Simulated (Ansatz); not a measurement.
**Structure relaxation of Sn2As**

Method: DFT PBE, scalar-relativistic, plane waves, PAW (Ansatz 0.2.0). Cutoff 420 eV, Γ-centred k mesh, Gaussian smearing, no spin polarisation in the final step.

The start puts Sn2As on the sites of a reported Cr2N cell (P-31m, No. 162), with As in place of N, Sn in place of Cr, at a guessed volume.

```yaml
crystal:
  lattice:
    - [6.45146, 0.00000, 0.00000]
    - [-3.22573, 5.58713, 0.00000]
    - [0.00000, 0.00000, 6.00405]
  atoms:
    - { symbol: Sn, position: [0.33305, 0.00000, 0.24910] }
    - { symbol: Sn, position: [0.00000, 0.33305, 0.24910] }
    - { symbol: Sn, position: [0.66695, 0.66695, 0.24910] }
    - { symbol: Sn, position: [0.00000, 0.66695, 0.75090] }
    - { symbol: Sn, position: [0.66695, 0.00000, 0.75090] }
    - { symbol: Sn, position: [0.33305, 0.33305, 0.75090] }
    - { symbol: As, position: [0.33333, 0.66667, 0.50000] }
    - { symbol: As, position: [0.66667, 0.33333, 0.50000] }
    - { symbol: As, position: [0.00000, 0.00000, 0.00000] }
```

Cell and atoms relax at zero pressure; the relaxation can't lower the symmetry of the start. After a coarse first stage the cell is made exact in the group found at 0.06 Å.

Formation energies are uncorrected and refer to the elements' standard structures at the same level.

Task: Describe the relaxed structure.

Result: It keeps P-31m (No. 162). Conventional cell: a = 7.053 Å, c = 6.172 Å. Sn has 3 As at 2.90 Å and 1 Sn at 3.02 Å; As on Wyckoff site d (2 atoms of the primitive cell) has 6 Sn at 2.90 Å; As on Wyckoff site a (1 atom of the primitive cell) has 6 Sn at 2.90 Å.

```cif
data_structure
_symmetry_space_group_name_H-M 'P-31m'
_symmetry_Int_Tables_number 162
_cell_length_a 7.0528
_cell_length_b 7.0528
_cell_length_c 6.1715
_cell_angle_alpha 90.000
_cell_angle_beta 90.000
_cell_angle_gamma 120.000
_cell_volume 265.85
loop_
_atom_site_label
_atom_site_type_symbol
_atom_site_symmetry_multiplicity
_atom_site_Wyckoff_symbol
_atom_site_fract_x
_atom_site_fract_y
_atom_site_fract_z
_atom_site_occupancy
Sn1 Sn 6 k 0.37350 0.00000 0.19748 1
As1 As 2 d 0.33333 0.66667 0.50000 1
As2 As 1 a 0.00000 0.00000 0.00000 1
```

Task: What are its volume, energy, density and gap?

Result: The volume per atom is 29.54 Å³ and the density is 5.85 g/cm³. The energy over the elements is 0.11 eV/atom. The gap on the 6×6×6 mesh is 0 eV (a metal).

The final run used a 6×6×6 mesh on its 9-atom cell and 0.10 eV smearing. For metals, differences of a few meV/atom aren't resolved. Symmetry constrained the relaxation, so the result can be a saddle point. The steps took about 16 core-minutes in all.